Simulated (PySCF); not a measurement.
**Highest orbital energy against ionisation energy along the second row**

Calculated with PySCF 2.14, no spin-orbit coupling. Each cell gives −ε(HOMO) / ΔSCF in eV; NIST values include spin-orbit coupling, (s) semi-empirical, (t) theoretical.

```
                          species              UHF              LDA              PBE             PBE0           r2SCAN  NIST (lowest levels)
Li (dyall-av2z, non-relativistic)    5.343 / 5.342    3.165 / 5.472    3.227 / 5.587    3.831 / 5.570    3.270 / 5.388                 5.392
Be (dyall-av2z, non-relativistic)    8.418 / 8.045    5.604 / 9.027    5.611 / 9.002    6.495 / 8.975    5.751 / 8.791                 9.323
 B (dyall-av2z, non-relativistic)    8.670 / 8.047    4.118 / 8.655    4.172 / 8.677    5.377 / 8.651    4.586 / 8.767                 8.298
 C (dyall-av2z, non-relativistic)  11.943 / 10.806   6.128 / 11.695   6.099 / 11.547   7.652 / 11.520   6.573 / 11.675                11.260
 N (dyall-av2z, non-relativistic)  15.536 / 13.906   8.407 / 15.013   8.306 / 14.740  10.218 / 14.711   8.898 / 14.822                14.534
 O (dyall-av2z, non-relativistic)  14.101 / 11.982   7.405 / 13.981   7.542 / 14.030   9.421 / 13.815   7.845 / 13.673                13.618
 F (dyall-av2z, non-relativistic)  18.461 / 15.660  10.347 / 17.966  10.282 / 17.665  12.541 / 17.454  10.759 / 17.549                17.423
Ne (dyall-av2z, non-relativistic)  23.151 / 19.712  13.562 / 22.225  13.354 / 21.704  16.005 / 21.495  13.993 / 21.538                21.565
```

Problem. How far is −ε(HOMO) from ΔSCF on average for each method, and why?

Solution. UHF 1.52 eV; LDA -5.66 eV; PBE -5.54 eV; PBE0 -3.83 eV; r2SCAN -5.07 eV. Hartree-Fock orbital energies lack relaxation and so exceed the ΔSCF value; semilocal functionals have convex E(N) from self-interaction, so their HOMO lies far too high; exact exchange moves hybrids part of the way back.
